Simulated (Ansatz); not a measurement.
Gas-phase electronic energies from Ansatz, PBE0-D4/def2-TZVP geometries. CCSD(T)/CBS adds triple-zeta CCSD(T) − MP2 to the extrapolated MP2 energy (def2 sets, frozen cores). One conformer a species, not always the lowest.

`CC=C1CC1` → `C=C=CCC`  (isomerisation)

```csv
species,MP2/CBS(def2) energy (Eh)
`CC=C1CC1`,-194.92956
`C=C=CCC`,-194.93320
```

Task: Work out ΔE.

Result: ΔE = (-194.93320) − (-194.92956) = -0.00364 Eh = -9.6 kJ/mol. CCSD(T)/CBS gives -19.8 kJ/mol.

Largest T1 diagnostic among the species: 0.011.

In def2-TZVPP, CCSD(T) changes the Hartree–Fock value by +8.2 kJ/mol (the triples alone add −0.8 kJ/mol) and MP2 by +18.4 kJ/mol. From PBE to PBE0 (25 % exact exchange), in def2-TZVPP and without D4, ΔE moves by +6.6 kJ/mol.
